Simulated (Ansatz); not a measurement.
# SbBr3: structure and electronic state

Aim: characterise SbBr3 as a singlet: its structure, frontier levels and distribution of charge.

Program: Ansatz 0.2.0, Gaussian basis. Level of theory: RKS PBE0-D4/def2-TZVP. These are calculated values, not measurements.

Plan: relaxation at r2SCAN-D4/def2-SVP; a search for the lowest solution at PBE0-D4/def2-SVP; a single point at PBE0-D4/def2-TZVP.

4 further runs of the same task are left out: 4 set aside as unsound or not needed. Runs told in other sessions of the task aren't counted.

## (1) The starting structure

4 atoms, charge 0, spin multiplicity 1.

Atoms are counted from 1 here; the program's logs count them from 0.

Bond lengths: Sb1–Br2 2.553 Å, Sb1–Br3 2.551 Å, Sb1–Br4 2.552 Å. Angles: Br2–Sb1–Br3 95.9°, Br2–Sb1–Br4 95.8°, Br3–Sb1–Br4 95.8°.

Sb takes a core potential in the def2 sets. No spin-orbit coupling is included.

The start is a GFN2-xTB geometry.

## (2) Optimising with r2SCAN-D4/def2-SVP

Input file in.yaml:

```yaml
crystal:
  periodic: [false, false, false]
  atoms:
    - {symbol: Sb, position_ang: [-0.004770, 0.006010, 0.986540]}
    - {symbol: Br, position_ang: [2.188860, -0.030280, -0.318290]}
    - {symbol: Br, position_ang: [-1.067670, 1.905560, -0.344430]}
    - {symbol: Br, position_ang: [-1.116430, -1.881300, -0.323820]}
basis:
  gaussian: {orbitals: def2-SVP}
hamiltonian: {xc: r2scan, dispersion: d4}
scf: {lower_state_search: "off"}
output: {orbitals: {seedname: orbitals}}
relax: {f_tol: 0.02, max_steps: 100}
```

Launch:

```bash
> ansatz run in.yaml --threads 4 --pin off --events-out ev --progress --plain --max-ram 3916MiB
```

After this run come: Searching for the lowest solution, PBE0-D4/def2-SVP; Single point, PBE0-D4/def2-TZVP.

Q: Predict the results of all the runs planned. Wanted: point group; commonest bond; HOMO, LUMO at PBE0-D4/def2-TZVP; dipole at r2SCAN-D4/def2-SVP.

The runs gave:

| quantity | value |
| --- | --- |
| point group | C3v |
| commonest bond | Br–Sb, 3 of mean length 2.530 Å |
| HOMO, LUMO at PBE0-D4/def2-TZVP | -8.17, -2.40 eV |
| dipole at r2SCAN-D4/def2-SVP | 2.43 D |

The molecule keeps its bonding pattern by the stored test; the atoms moved 0.05 Å (rms). No usable vibrations, so a minimum isn't proven. The HOMO lies nearest to Sb1 26 %; Br2, Br3, Br4 about 25 % each and the LUMO to Sb1 52 %; Br2, Br3, Br4 about 16 % each.
